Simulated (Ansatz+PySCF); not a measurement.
The numbers below are computed, except where a source is named.
# Several solutions for singlet O₃

```xyz
3

O     0.0000    0.0000   -0.3867
O     0.0000    0.9759    0.1934
O     0.0000   -0.9759    0.1934
```

Basis set: def2-SVP (spherical functions). Charge 0, multiplicity 1.

UHF was run from several starts with Ansatz (development build ahead of 0.2.0) and PySCF 2.14.0.

```json
{"run": "A", "program": "Ansatz", "start": "search for the lowest state", "converged": "yes", "energy (hartree)": "-224.09834", "<S²>": "0.73"}
{"run": "B", "program": "PySCF", "start": "guess minao, instabilities followed", "converged": "yes", "energy (hartree)": "-224.09834", "<S²>": "0.73"}
{"run": "C", "program": "Ansatz", "start": "stability test followed", "converged": "yes", "energy (hartree)": "-224.09834", "<S²>": "0.73"}
{"run": "D", "program": "PySCF", "start": "guess atom, instabilities followed", "converged": "yes", "energy (hartree)": "-224.09834", "<S²>": "0.73"}
{"run": "E", "program": "PySCF", "start": "program defaults", "converged": "yes", "energy (hartree)": "-224.06361", "<S²>": "0.00"}
{"run": "F", "program": "PySCF", "start": "guess 1e, instabilities followed", "converged": "yes", "energy (hartree)": "-224.09834", "<S²>": "0.73"}
{"run": "G", "program": "PySCF", "start": "guess huckel, instabilities followed", "converged": "yes", "energy (hartree)": "-224.09834", "<S²>": "0.73"}
{"run": "H", "program": "Ansatz", "start": "atomic start, no search", "converged": "yes", "energy (hartree)": "-224.06361", "<S²>": "0.00"}
```

Question: Which runs reached the lowest solution of this kind, and what is wrong with the others?

Answer: A, B, C, D, F, G reached the lowest solution found. Converged but too high: E by 0.95 eV, H by 0.95 eV. Convergence only shows a stationary point, and even a stable one can lie too high; stability tests and further starts are what find lower ones. Caution: the unrestricted determinant is spin contaminated. Caution: the determinant breaks the point group.
